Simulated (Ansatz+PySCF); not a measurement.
singlet MgCl₂: levels of theory in one basis

```json
{"atom": "Cl", "x (Å)": "0.0000", "y (Å)": "0.0000", "z (Å)": "-2.3684"}
{"atom": "Mg", "x (Å)": "0.0000", "y (Å)": "0.0000", "z (Å)": "0.0000"}
{"atom": "Cl", "x (Å)": "0.0000", "y (Å)": "0.0000", "z (Å)": "2.3684"}
```

Basis set: def2-SVP (spherical functions). Correlated methods keep 11 orbitals frozen. Charge 0, multiplicity 1.

Computed with Ansatz (development build ahead of 0.2.0); each method stands on the lowest determinant of its kind that the runs found.

| method | E − E(RHF) (eV) | <S²> of the determinant |
| --- | --- | --- |
| RHF | 0.00 | 0.00 |
| RHF-MP2 | -8.00 | – |
| RHF-CCSD(T) | -8.84 | – |

Q: What does RHF-CCSD give on the same scale?

A: -8.67 eV.

Q: Is a single determinant a sound starting point here?

A: By this sign, yes. Unrestricted orbitals gain 0.00 eV and <S²> is 0.00 against 0.00 for a pure state.
